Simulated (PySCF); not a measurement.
# Exact simulation of a proton spin system

Molecule: 1-Buten-3-yne (C#CC=C, C4H4).

Bonds (- single, = double, # triple, : aromatic): C1#C2 1.203 Å, C2-C3 1.418 Å, C3=C4 1.332 Å. C1 carries H5; C3 carries H6; C4 carries H7, H8. H7 is cis to C2; H8 is trans to C2.

- J: B3LYP/pcJ-2
- PBE0-D3(BJ)/def2-TZVP structure
- B97-2/pcSseg-2 with gauge-including orbitals
- run in PySCF
- single conformer, no solvent, non-relativistic Hamiltonian

Scale: TMS for ¹H (reference shieldings calculated alike).

The 4-spin Hamiltonian (Zeeman plus full scalar coupling among like nuclei) was diagonalised exactly; lines are Lorentzian, 0.4 Hz wide, and the maxima above 3 % are listed with the tallest set to 100.

Peak list at 600 MHz for the spins H5/H6/H7/H8:
```
    Hz    ppm  height
3693.9  6.157       9
3691.0  6.152       8
3681.8  6.136       6
3679.4  6.132       4
3674.3  6.124      39
3671.4  6.119      41
3662.2  6.104      93
3661.6  6.103      52
3659.8  6.100      53
3656.9  6.095     100
3642.5  6.071      10
3642.1  6.070      12
3637.3  6.062       8
3512.8  5.855      29
3511.5  5.852      29
3507.6  5.846      28
3506.8  5.845      28
3501.2  5.835      25
3499.4  5.832      25
3496.0  5.827      24
3494.7  5.824      24
1706.4  2.844      30
1705.9  2.843      31
1704.6  2.841      54
1703.5  2.839      33
1703.0  2.838      34
1702.2  2.837      54
```

Extract the chemical shifts and coupling constants behind this pattern (give the signs of the calculation).

Results:


Shifts (ppm): H5 2.84, H6 6.12, H7 6.09, H8 5.84.
Couplings (Hz): H5–H6: -3.4; H5–H7: 1.0; H5–H8: 1.3; H6–H7: 19.6; H6–H8: 13.7; H7–H8: 3.1.
These are the parameters used. A line list fixes at most the relative signs, and those only where coupling is strong; other parameter sets or atom labellings may fit too, and couplings well below the line width leave little trace.
